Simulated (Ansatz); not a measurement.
# C₅H₁₀O: up Jacob's ladder to CCSD(T)

The task here is to estimate one member of a computed series from the others.

Computed with Ansatz 0.2.0, Gaussian basis. Level: functionals in def2-TZVPP, the program's frozen cores in correlated methods.

Plan: PBE-D4, r2SCAN-D4, PBE0-D4, B3LYP-D4, ωB97X-V, ωB97M-V, B2PLYP; CCSD(T)/def2-TZVPP; MP2/def2-QZVPP; extrapolation to the limit.

## Structure used throughout

The geometry comes from an earlier relaxation with PBE0-D4 in a triple-zeta def2 set; it is a stationary point, not always the lowest conformer.

16 atoms, charge 0, spin multiplicity 1.

Atoms are counted from 1 here; the program's logs count them from 0.

Bond lengths: C1–C2 1.520 Å, C1–H7 1.094 Å, C1–H8 1.092 Å, C1–H9 1.093 Å, C2–C3 1.525 Å, C2–H10 1.093 Å, C2–H11 1.095 Å, C3–C4 1.518 Å, C3–H12 1.095 Å, C3–H13 1.093 Å, C4–C5 1.499 Å, C4–H14 1.099 Å, C4–H15 1.097 Å, C5–O6 1.201 Å, C5–H16 1.113 Å. Angles: C2–C1–H7 111.2°, C2–C1–H8 111.0°, C2–C1–H9 112.2°, H7–C1–H8 107.6°, H7–C1–H9 107.6°, H8–C1–H9 107.0°, C1–C2–C3 114.1°, C1–C2–H10 110.1°, C1–C2–H11 109.0°, C3–C2–H10 109.3°, C3–C2–H11 108.1°, H10–C2–H11 106.0°, C2–C3–C4 114.5°, C2–C3–H12 109.2°, C2–C3–H13 109.1°, C4–C3–H12 108.6°, C4–C3–H13 108.4°, H12–C3–H13 106.8° and more.

The first run:

Input file in.yaml:

```yaml
crystal:
  periodic: [false, false, false]
  atoms:
    - {symbol: C, position_ang: [-1.118653, -0.311357, 1.560858]}
    - {symbol: C, position_ang: [0.269477, 0.184737, 1.189599]}
    - {symbol: C, position_ang: [0.877253, -0.515942, -0.021052]}
    - {symbol: C, position_ang: [0.130585, -0.285849, -1.322897]}
    - {symbol: C, position_ang: [0.245227, 1.097328, -1.888575]}
    - {symbol: O, position_ang: [0.938311, 1.971981, -1.445326]}
    - {symbol: H, position_ang: [-1.118894, -1.390672, 1.741111]}
    - {symbol: H, position_ang: [-1.478988, 0.175584, 2.469646]}
    - {symbol: H, position_ang: [-1.853110, -0.107768, 0.777176]}
    - {symbol: H, position_ang: [0.247442, 1.262800, 1.008718]}
    - {symbol: H, position_ang: [0.940662, 0.034588, 2.041052]}
    - {symbol: H, position_ang: [0.920685, -1.593413, 0.171270]}
    - {symbol: H, position_ang: [1.908752, -0.176513, -0.149447]}
    - {symbol: H, position_ang: [0.493755, -0.958222, -2.113144]}
    - {symbol: H, position_ang: [-0.937997, -0.520426, -1.240588]}
    - {symbol: H, position_ang: [-0.364705, 1.275646, -2.802501]}
basis:
  gaussian: {orbitals: def2-TZVPP}
hamiltonian: {xc: pbe, dispersion: d4}
output: {forces: true, orbitals: {seedname: orbitals}}
```

Command:

```console
$ ansatz run in.yaml --threads 2 --pin off --events-out ev --progress --plain --max-ram 32768MiB --backend cuda --devices 0, --max-vram 18GiB
```

Steps of the session up to this table: PBE-D4 (GGA); r2SCAN-D4 (meta-GGA); PBE0-D4 (hybrid); B3LYP-D4 (hybrid); ωB97X-V (range-separated); ωB97M-V (range-separated); B2PLYP (double hybrid); CCSD(T) in def2-TZVPP; MP2 in def2-QZVPP.

One of the session's tables, all rows but one given; the rest of the session is left out.

| method | atomisation energy (kJ/mol) |
| --- | --- |
| PBE-D4 | 6677.5 |
| r2SCAN-D4 | 6544.2 |
| PBE0-D4 | 6572.6 |
| B3LYP-D4 | 6531.5 |
| ωB97X-V | 6535.4 |
| ωB97M-V | 6544.7 |
| B2PLYP | 6469.5 |
| HF/def2-TZVPP | ? |
| MP2/def2-TZVPP | 6471.6 |
| CCSD/def2-TZVPP | 6293.8 |
| CCSD(T)/def2-TZVPP | 6381.7 |
| MP2/CBS | 6612.8 |
| CCSD(T)/CBS | 6522.9 |

Q: Estimate the row for HF/def2-TZVPP from the others.

The run gave: atomisation energy (kJ/mol): 4854.7. In the column «atomisation energy (kJ/mol)» it is the lowest.

To keep in mind: Free atoms (5 C, 1 O, 10 H) were run apart at each level; the atomisation energy is their sum less the molecule, without zero-point or spin-orbit terms.
